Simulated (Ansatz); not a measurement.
This geometry of AlClH2 + H2 (6 atoms, charge 0, multiplicity 1) is a first-order saddle point.

Method: Ansatz, RKS B3LYP/def2-SVP.

```xyz
6
Properties=species:S:1:pos:R:3
Al 0.018 -0.378 -0.144
Cl 0.013 -0.012 2.393
H 1.409 0.162 -0.655
H -1.402 0.087 -0.650
H 0.061 -1.894 0.511
H 0.045 -1.231 1.711
```

Problem. Which two structures does it join? (They come from a converged band through this point; their orientation in space is the band's.)

Solution. Bonds broken: H5–H6. Bonds formed: Al1–H5, Cl2–H6. AlClH2 + H2 becomes AlClH4.

Image 0:

```xyz
6
Properties=species:S:1:pos:R:3
Al 0.003 0.149 0.214
Cl -0.016 0.812 2.234
H 1.398 0.050 -0.510
H -1.386 -0.033 -0.508
H 0.080 -2.246 0.507
H 0.066 -1.998 1.229
```

Image 8:

```xyz
6
Properties=species:S:1:pos:R:3
Al 0.021 -0.454 -0.360
Cl 0.008 -0.035 2.361
H 1.373 0.321 -0.662
H -1.376 0.237 -0.662
H 0.069 -2.028 -0.115
H 0.048 -1.306 2.603
```

Problem. How far does it lie above each of them?

Solution. 132.0 kJ/mol above the first and 10.1 kJ/mol above the second. This is the barrier of this one path; another mechanism may lie lower. The orbitals stay closed-shell, which can raise the energy where a bond breaks towards radicals; this wasn't checked here.

Time of the run: 69 s on 1 thread of Arm Neoverse V1, with other jobs on the host, peak memory 0.1 GiB.
